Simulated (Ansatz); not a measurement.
Basis-set extrapolation for `CCC(C)(CC)CC` (PBE0-D4/def2-TZVP geometry, frozen core, the Gaussian-basis code of Ansatz). Multiplicity 1, RHF reference.

```json
{"": "HF", "def2-TZVPP": "-313.540261", "def2-QZVPP": "-313.555053"}
{"": "MP2 correlation", "def2-TZVPP": "-1.429430", "def2-QZVPP": "-1.516345"}
{"": "CCSD(T) correlation", "def2-TZVPP": "-1.578029", "def2-QZVPP": "not run"}
```

Energies in hartree. Use E(X) = E(∞) + A·exp(−7.88·√X) for Hartree–Fock and E(X) = E(∞) + B·X^(−2.97) for correlation, with X = 3 and 4, and add CCSD(T) minus MP2 of the smaller set to the MP2 limit.

Task: What is the CCSD(T) energy at the basis-set limit?

Result: HF limit: -313.555053 + (-0.014792) × 0.13774 = -313.55709. MP2 limit: -1.516345 + (-0.086915) × 0.74074 = -1.58073. Higher-order term: -1.578029 − (-1.429430) = -0.14860. Total: -315.28642 hartree, 441.4 kJ/mol below CCSD(T)/def2-TZVPP.
